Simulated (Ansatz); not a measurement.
Total energies of MgCl2⁺ from Ansatz at PBE-D4/def2-TZVP, gas phase (1 Eh = 27.2114 eV = 2625.5 kJ/mol). The reference geometry is relaxed at r2SCAN-D4/def2-TZVP.

```xyz
3

Mg    0.9183    0.4547    0.4838
Cl   -1.0437    1.0836   -0.3643
Cl    0.1254   -1.5383   -0.1195
```

```json
{"state": "charge 1 doublet", "geometry": "reference", "energy (Eh)": "-1119.76529"}
{"state": "charge 0 singlet", "geometry": "reference", "energy (Eh)": "-1120.08305"}
{"state": "charge 1 quartet", "geometry": "relaxed at r2SCAN-D4/def2-TZVP", "energy (Eh)": "-1119.65150"}
```

**Question.** Work out the vertical electron affinity, to the singlet.

**Answer.** E(charge 1 doublet) − E(charge 0 singlet) = -1119.76529 − (-1120.08305) = 0.31776 Eh = 8.65 eV.

**Question.** Which of the charge 1 states is lowest, and how far above it are the others?

**Answer.** The doublet. quartet: -1119.65150 − (-1119.76529) = 0.11379 Eh = 298.8 kJ/mol. The quartet differs in its bonds from the reference.

The structure comes from a short search, and lower isomers may exist.
